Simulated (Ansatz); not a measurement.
Born–Oppenheimer molecular dynamics of CH3OSi (6 atoms, charge -1, multiplicity 1). It starts at the highest image of a converged band, a first-order saddle point between two minima.

These are results of RKS LDA/def2-TZVP in Ansatz, not measurements.

| Property | Result |
| --- | --- |
| ensemble | NVE (velocity Verlet) |
| time step | 0.5 fs |
| steps asked | 200 |
| starting velocities drawn for | 100 K |
| seed | 5546 |

First frame:

```xyz
6
Properties=species:S:1:pos:R:3
C 0.060 0.045 -0.519
O -0.495 -0.307 0.804
Si -0.410 1.756 0.243
H -0.526 -0.464 -1.307
H 1.103 -0.365 -0.540
H 0.267 -0.664 1.319
```

(1) How far do the bonds stretch over the last three quarters of this one trajectory? (Pairs bonded in most of those frames.)

Results:

(1) 
```tsv
bond	mean (Å)	spread (Å)	shortest	longest
C1–O2	1.427	0.091	1.27	1.61
C1–Si3	1.945	0.032	1.90	2.01
C1–H4	1.124	0.030	1.07	1.20
C1–H5	1.124	0.017	1.09	1.16
```

Mean temperature of the second half: 2881 K. The conserved energy stayed within 0.25 meV per atom of its start (net change 0.011 meV per atom), so the integration is sound. The system heated up, since it started high on the potential surface and ran downhill. A run of 0.1 ps of so small a system gives no equilibrium averages. The orbitals stay closed-shell, which can raise the energy where a bond breaks towards radicals; this wasn't checked here. Limits of this set-up: an anion without diffuse functions, the dipole of an ion depends on the origin.

The run took 100 s on 2 threads of Intel(R) Xeon(R) Platinum 8488C (Sapphire Rapids), on a shared host, peak memory 0.19 GiB.
